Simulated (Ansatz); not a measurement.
Born–Oppenheimer molecular dynamics of BCl₂H (4 atoms, charge 0, multiplicity 1). It starts from a relaxed structure.

All numbers below come from Ansatz, RKS PBE0-D4/STO-3G.

```
ensemble        : NVT, Langevin thermostat
time step       : 0.5 fs
steps asked     : 300
set temperature : 1000 K
friction        : 1 /fs
seed            : 497041
```

Frames 1 fs apart, positions in Å, forces in eV/Å.

Velocities at 45.0 fs (Å/ps):

```
B 5.82 7.71 9.57
H 30.86 17.20 10.29
Cl -6.02 -0.73 1.24
Cl -6.34 7.64 0.21
```

```xyz
4
Properties=species:S:1:pos:R:3:forces:R:3 time_fs=45.0 energy_less_start_eV=0.066 T=824
B 0.053 0.046 -0.010 -1.30 -0.04 -1.37
H 0.048 0.064 1.154 -0.06 0.01 0.29
Cl 1.568 0.035 -0.909 -0.05 0.01 0.12
Cl -1.524 0.023 -0.938 1.41 0.03 0.96
4
Properties=species:S:1:pos:R:3:forces:R:3 time_fs=46.0 energy_less_start_eV=0.107 T=1299
B 0.061 0.047 -0.004 -1.50 0.00 -2.24
H 0.093 0.079 1.137 -0.21 0.01 1.13
Cl 1.562 0.033 -0.911 0.16 -0.02 -0.03
Cl -1.523 0.034 -0.940 1.55 0.00 1.15
4
Properties=species:S:1:pos:R:3:forces:R:3 time_fs=47.0 energy_less_start_eV=0.127 T=1442
B 0.069 0.048 -0.009 -1.44 0.03 -2.34
H 0.150 0.086 1.124 -0.38 0.01 1.35
Cl 1.565 0.036 -0.916 0.31 -0.03 -0.22
Cl -1.514 0.036 -0.942 1.51 -0.01 1.20
4
Properties=species:S:1:pos:R:3:forces:R:3 time_fs=48.0 energy_less_start_eV=0.143 T=442
B 0.078 0.055 -0.009 -1.56 -0.03 -2.49
H 0.160 0.085 1.122 -0.37 0.02 1.42
Cl 1.571 0.037 -0.922 0.31 -0.01 -0.21
Cl -1.511 0.037 -0.946 1.63 0.02 1.28
4
Properties=species:S:1:pos:R:3:forces:R:3 time_fs=49.0 energy_less_start_eV=0.165 T=549
B 0.080 0.057 -0.012 -1.52 -0.02 -3.01
H 0.167 0.097 1.107 -0.35 0.04 1.87
Cl 1.573 0.037 -0.930 0.21 -0.02 -0.16
Cl -1.511 0.040 -0.947 1.65 0.01 1.30
4
Properties=species:S:1:pos:R:3:forces:R:3 time_fs=50.0 energy_less_start_eV=0.151 T=672
B 0.075 0.056 -0.023 -1.46 0.00 -3.03
H 0.151 0.104 1.093 -0.31 0.04 2.02
Cl 1.573 0.032 -0.933 0.21 -0.04 -0.17
Cl -1.513 0.046 -0.948 1.56 -0.01 1.18
4
Properties=species:S:1:pos:R:3:forces:R:3 time_fs=51.0 energy_less_start_eV=0.154 T=1128
B 0.076 0.055 -0.039 -1.71 0.07 -3.14
H 0.113 0.141 1.068 -0.19 0.07 2.39
Cl 1.573 0.026 -0.932 0.38 -0.09 -0.26
Cl -1.518 0.051 -0.947 1.52 -0.06 1.02
4
Properties=species:S:1:pos:R:3:forces:R:3 time_fs=52.0 energy_less_start_eV=0.232 T=770
B 0.078 0.053 -0.044 -1.99 0.07 -4.02
H 0.101 0.177 1.039 -0.15 0.18 3.30
Cl 1.575 0.022 -0.930 0.45 -0.14 -0.33
Cl -1.528 0.057 -0.949 1.69 -0.11 1.05
4
Properties=species:S:1:pos:R:3:forces:R:3 time_fs=53.0 energy_less_start_eV=0.238 T=1019
B 0.098 0.050 -0.044 -2.78 0.15 -3.24
H 0.081 0.153 1.055 -0.08 0.09 2.66
Cl 1.577 0.024 -0.926 0.88 -0.12 -0.53
Cl -1.532 0.062 -0.946 1.98 -0.11 1.11
4
Properties=species:S:1:pos:R:3:forces:R:3 time_fs=54.0 energy_less_start_eV=0.204 T=1073
B 0.100 0.044 -0.051 -2.77 0.23 -2.65
H 0.064 0.148 1.061 -0.01 0.02 2.11
Cl 1.585 0.026 -0.924 0.80 -0.13 -0.49
Cl -1.531 0.062 -0.946 1.97 -0.13 1.03
4
Properties=species:S:1:pos:R:3:forces:R:3 time_fs=55.0 energy_less_start_eV=0.131 T=1088
B 0.097 0.047 -0.065 -2.58 0.39 -1.31
H 0.048 0.175 1.073 0.10 -0.10 0.96
Cl 1.592 0.025 -0.927 0.75 -0.15 -0.46
Cl -1.524 0.064 -0.946 1.74 -0.15 0.82
4
Properties=species:S:1:pos:R:3:forces:R:3 time_fs=56.0 energy_less_start_eV=0.115 T=1724
B 0.097 0.044 -0.081 -2.55 0.77 0.42
H 0.022 0.225 1.093 0.30 -0.36 -0.47
Cl 1.594 0.031 -0.932 0.85 -0.20 -0.50
Cl -1.514 0.062 -0.943 1.40 -0.21 0.54
```

Of the whole run (150 fs, mean temperature of the second half 1016 K): A run of 0.15 ps of so small a system gives no equilibrium averages. The friction is so strong that the motion is overdamped, so the time scale means little. Limits of this set-up: minimal basis.

Time of the run: 2.5 min on 1 thread of Arm Neoverse V2, with other jobs on the host, peak memory 0.075 GiB.
